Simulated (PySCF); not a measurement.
**Static response to an electric field**

Species: C₃H₃NS.
Geometry (GFN2-xTB, Å), atoms numbered from 1 in this order:
```
atom  x, y, z in Å
N1     2.4052    0.6067    0.7736
C2     1.4689    0.2279    0.2365
C3     0.2971   -0.2419   -0.4179
C4    -1.0378    0.1806    0.0938
S5    -0.6458   -1.5369    0.4468
H6     0.4168   -0.4082   -1.4847
H7    -1.0688    0.8353    0.9552
H8    -1.8266    0.3460   -0.6278
```

Level: CAM-B3LYP/def2-SVPD (PySCF), static field, nuclei fixed, core orbitals frozen in the response. The polarisability tensor in these axes (au):

```
x   64.96  9.05  3.35
y    9.05 57.73 -1.09
z    3.35 -1.09 47.35
```

Task: What are the eigenvalues, a third of the trace, and Δα (Δα² = ½Σ(αi − αj)² over the three pairs)?

Result: Principal values 45.82, 52.93 and 71.29 au; mean 56.68 au = 8.40 Å³ = 9.34 × 10⁻⁴⁰ C²·m²/J; Δα = 22.76 au (40 % of the mean).

Task: What is the dipole moment, and where does it point?

Result: (-3.25, 0.15, -2.02) D, 3.83 D in size, pointing from the negative to the positive side. Measured along this direction, the outermost atoms are N1 at the negative end and H8 at the positive end.

Task: What would n − 1 = 2πNα be for an ideal gas of these molecules at 273.15 K and 1 atm, electronic part alone?

Result: N = p/kT = 2.6868 × 10¹⁹ cm⁻³, so n − 1 = 2π × N × 8.40 × 10⁻²⁴ cm³ = 1418 × 10⁻⁶ at long wavelengths, for an ideal gas.

Task: Give the principal axes and the span of the nuclei along them.

Result: Largest value along (0.83, 0.55, 0.09), where the nuclei span 3.79 Å; middle along (-0.46, 0.77, -0.43), 2.47 Å; least along (-0.31, 0.32, 0.90), 3.04 Å. The strongest response lies along the longest span, while the other two are in reverse order.

Task: In a dilute gas of rigid molecules at 250 K, how does the orientational term μ²/3kT compare with the electronic polarisability?

Result: In Gaussian units μ²/3kT = 141.76 Å³ against 8.40 Å³, a ratio of 16.88; the Debye molar polarisation (4π/3)N_A(α + μ²/3kT) is 378.8 cm³/mol, leaving out the vibrational part.

Task: Give the eigenvalues of the traceless quadrupole moment Θ = ½Σq(3rr − r²1), origin at the centre of nuclear charge.

Result: -12.87, 5.42, 7.44 D·Å. The values depend on the origin, since the dipole doesn't vanish. The electronic extent ⟨r²⟩ about the same centre is 494 bohr², a root-mean-square distance of 1.77 Å for the 44 electrons.

Geometry: GFN2-xTB; no solvent, vibrations or thermal averaging.

These values come from a run that also computed excited states. The run took 10 s of wall time on one thread of an Arm Neoverse V2 (shared host).
